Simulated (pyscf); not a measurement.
Thermochemistry of product channels of `[CH3][O][SiH3]` + `[H]` [doublet] on the doublet surface, in eV, from ωB97M-D3(BJ)/def2-TZVP energies (ideal gas, 1 atm, RRHO with modes under 100 cm⁻¹ raised to 100, one conformer, R ln 2 for rigid chiral ones). Optimised with ωB97X-D3(BJ)/def2-SVP in PySCF.

```json
[
 {"products": "`[CH3][O][SiH2]` [doublet] + `[H][H]`", "ΔE": "(withheld)", "ΔH(298 K)": "-0.43", "ΔG(600 K)": "-0.55", "ΔG(1200 K)": "-0.65"},
 {"products": "`[CH4]` + `[O][SiH3]` [doublet]", "ΔE": "-0.62", "ΔH(298 K)": "-0.54", "ΔG(600 K)": "-0.71", "ΔG(1200 K)": "-0.80"},
 {"products": "`[CH4]` + `[OH][SiH2]` [doublet]", "ΔE": "(withheld)", "ΔH(298 K)": "-1.53", "ΔG(600 K)": "-1.76", "ΔG(1200 K)": "-1.91"}
]
```

Q: Fill in the missing entries.

A: 
- `[CH3][O][SiH2]` [doublet] + `[H][H]`, ΔE: -0.46
- `[CH4]` + `[OH][SiH2]` [doublet], ΔE: -1.70

These are energies of the channels, which say nothing of barriers. H₃C–O–SiH₃ lies 1.03 eV over its isomer H₃C–SiH₂–OH, and others may lie lower still (electronic energy, ωB97M-D3(BJ)). The orbital near-degeneracy of the XH₃O or XH₃S radical is left out.
